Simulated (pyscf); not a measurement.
A first-order saddle from PySCF, ωB97X-D3(BJ)/def2-SVP:

```xyz
9

C     -1.0204     0.2273     0.2748
C     -0.4556    -0.9152     0.6371
Cl    -0.0161    -2.1493    -0.4999
H     -1.5786     0.2357    -1.0401
H     -1.2995     1.0142     0.9827
H     -0.2216    -1.1872     1.6725
F      0.3485     0.6424    -1.9448
C     -0.8903     0.9773    -1.6604
F     -0.9260     2.2557    -1.3273
```
Charge 0, spin multiplicity 1.

Surface: singlet, charge 0. Lowest wavenumbers (cm⁻¹): 1513i, 64, 110, 196, 245.

**Question.** Name the species on either side of this saddle.

**Answer.** vinyl chloride (H₂C=CH–Cl) + difluorocarbene (F–C:–F) [singlet] <-> F–CH(F)–CH=CH–Cl, an insertion read from left to right: C–H broken and C–C, C–H formed. At ωB97M-D3(BJ)/def2-TZVP it lies +40.7 kcal/mol from the left side and +97.7 kcal/mol from the right (each side as separated species at their lowest minima found). This is the saddle that the search found; another between the same sides may lie lower.
